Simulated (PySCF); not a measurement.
Mapped SMILES: `[BH2:1][O:2][CH3:3]`. Hydrogens are named by the atom that carries them.

Geometry: PBE0-D3(BJ)/def2-SVP; GIAO shifts from PySCF 2.14, gas phase, non-relativistic, averaged over equivalent atoms.

At PBE0/6-31G* (52 basis functions, 2.7 s wall time on 1 thread of an Arm Neoverse V1, shared host):
| atoms | δ (ppm) |
| --- | --- |
| B1 | 42.3 |
| O2 | 173.5 |
| C3 | 60.4 |
| H(B1) | 5.34 |
| H(C3) | 4.00 |

References, each an isolated molecule treated in the same way: ¹¹B (σref 112.25) vs BF3·OEt2; H2O for ¹⁷O (σref 324.18); ¹³C (σref 194.14) and ¹H (σref 31.96) against TMS.

Predict the values at OPBE/pcSseg-2 on the same geometry.

Answers


| atoms | δ at OPBE/pcSseg-2 | change |
| --- | --- | --- |
| B1 | 44.8 | +2.5 |
| O2 | 209.8 | +36.3 |
| C3 | 66.0 | +5.6 |
| H(B1) | 5.25 | -0.09 |
| H(C3) | 4.04 | +0.04 |

References, each an isolated molecule treated in the same way: ¹¹B (σref 97.73) vs BF3·OEt2; H2O for ¹⁷O (σref 329.21); ¹³C (σref 184.41), ¹H (σref 31.20) against TMS.

The largest change is at O2 (oxygen bonded to C, B). Cost: 178 basis functions, 13 s wall time on 1 thread of an Arm Neoverse V1, shared host.

Experimental scales use liquid or dissolved standards, which lie at an offset from isolated H2O (liquid H2O: subtract about 36 ppm).
